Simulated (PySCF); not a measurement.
C4H3FS.
Bonds: F1–C2, C2–C3 (aromatic), C3–C4 (aromatic), C4–S5 (aromatic), S5–C6 (aromatic), C2–C6 (aromatic). Hydrogens: H7 on C3; H8 on C4; H9 on C6.

NICS = −σ at a ghost point: NICS(0) at the centroid of the ring atoms, NICS(1) 1 Å to either side along the normal of their mean plane, zz for the tensor component along that normal. Level: GIAO PBE0/pcSseg-1 (PySCF, non-relativistic, gas phase) on the GFN2-xTB geometry, one conformer.

Ring bond lengths (Å), with Mayer bond orders in brackets: C2–C3 1.414 (1.27), C3–C4 1.356 (1.56), C4–S5 1.719 (1.19), S5–C6 1.716 (1.14), C6–C2 1.358 (1.58).

What do the NICS probes read (ppm)?

```tsv
ring	type	NICS(0)	NICS(1), two faces	NICS(1)zz, two faces	rms pucker (Å)	centre to ring atoms, mean (Å)
C2–C3–C4–S5–C6	5-membered ring with S; formal bonds all aromatic	-14.5	-11.1 / -11.1	-26.0 / -26.0	0.00	1.28
```

What can be read from them?

- C2–C3–C4–S5–C6: mean NICS(1)zz -26.0 ppm, shielded. The ring is flat and has no four-coordinate atom; by the NICS criterion it is aromatic.

And the bond-length index? HOMA takes Krygowski's 1993 parameters.

- C2–C3–C4–S5–C6: HOMA 0.81; the largest term is that of C3–C4, α(R − Ropt)² = 0.26. The geometric and the magnetic index point the same way.

List the ring angles and the Hirshfeld charges of the ring atoms.

- C2–C3–C4–S5–C6: C2 114.3° (+0.064 e), C3 111.1° (-0.084 e), C4 112.4° (-0.078 e), S5 91.6° (+0.114 e), C6 110.6° (-0.111 e); sum 540.0° against 540° for a flat convex ring.
